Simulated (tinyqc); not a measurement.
CIS on RHF in the sto-6g basis, for H2F+, spin multiplicity 1, step by step. One step of it, computed by the program tinyqc.

Task: CIS singlet states. Diagonalise A (1 hartree = 27.211386 eV); each vector has its largest component positive (the first on a tie). The transition dipole is mu = sqrt2 sum c_ia <i|r|a>.

CIS matrix A, singlet (hartree):
```
           1>6        1>7        2>6        2>7        3>6        3>7        4>6        4>7
1>6  26.245522   0.009227   0.013138  -0.004559  -0.002534   0.019233  -0.012264   0.001747
1>7   0.009227  26.301652  -0.004540   0.040800   0.002022   0.006013   0.000370  -0.017005
2>6   0.013138  -0.004540   1.582858   0.008970  -0.000684  -0.048111   0.051114   0.011339
2>7  -0.004559   0.040800   0.008970   1.678663   0.043173  -0.003805   0.018264  -0.026866
3>6  -0.002534   0.002022  -0.000684   0.043173   0.726622  -0.018292   0.027051  -0.033337
3>7   0.019233   0.006013  -0.048111  -0.003805  -0.018292   1.018463  -0.113291  -0.012352
4>6  -0.012264   0.000370   0.051114   0.018264   0.027051  -0.113291   0.618951   0.002725
4>7   0.001747  -0.017005   0.011339  -0.026866  -0.033337  -0.012352   0.002725   0.691606
5>6   0.000000   0.000000   0.000000   0.000000   0.000000   0.000000   0.000000   0.000000
5>7   0.000000   0.000000   0.000000   0.000000   0.000000   0.000000   0.000000   0.000000

          5>6       5>7
1>6  0.000000  0.000000
1>7  0.000000  0.000000
2>6  0.000000  0.000000
2>7  0.000000  0.000000
3>6  0.000000  0.000000
3>7  0.000000  0.000000
4>6  0.000000  0.000000
4>7  0.000000  0.000000
5>6  0.495888  0.005621
5>7  0.005621  0.604806
```

dipole integrals <i|r|a> (bohr):
```
             x          y          z
1>6   0.000000  -0.006189  -0.025932
1>7   0.000000   0.040340  -0.004632
2>6   0.000000   0.002526   0.043365
2>7   0.000000  -0.101726   0.016704
3>6   0.000000   0.844964   0.075252
3>7   0.000000   0.156742  -0.496234
4>6   0.000000   0.149209   0.342598
4>7   0.000000  -0.543579   0.024791
5>6  -0.022650   0.000000   0.000000
5>7  -0.002692   0.000000   0.000000
```

Give: singlet excitation energies; lowest vectors; oscillator strengths 2/3 w |mu|^2.

Result:

singlet excitation energies (eV): 13.4859  15.8931  16.4655  18.2649  20.2813  28.4020  43.2614  45.7931  714.1377  715.7467

lowest vectors:
```
     state 1  state 2  state 3  state 4  state 5  state 6
1>6   0.0000   0.0003   0.0000   0.0000   0.0001  -0.0009
1>7   0.0000  -0.0001   0.0000   0.0005  -0.0003  -0.0002
2>6   0.0000  -0.0370   0.0000  -0.0113   0.0065   0.1093
2>7   0.0000  -0.0097   0.0000   0.0002  -0.0556   0.0151
3>6   0.0000  -0.1588   0.0000   0.4960   0.8494  -0.0718
3>7   0.0000   0.2373   0.0000   0.0878   0.0749   0.9597
4>6   0.0000   0.9566   0.0000   0.1002   0.0982  -0.2469
4>7   0.0000  -0.0447   0.0000   0.8580  -0.5101  -0.0264
5>6   0.9987   0.0000   0.0514   0.0000   0.0000   0.0000
5>7  -0.0514   0.0000   0.9987   0.0000   0.0000   0.0000
```

oscillator strengths 2/3 w |mu|^2: 0.0003  0.0336  0.0000  0.0024  1.0504  0.4454
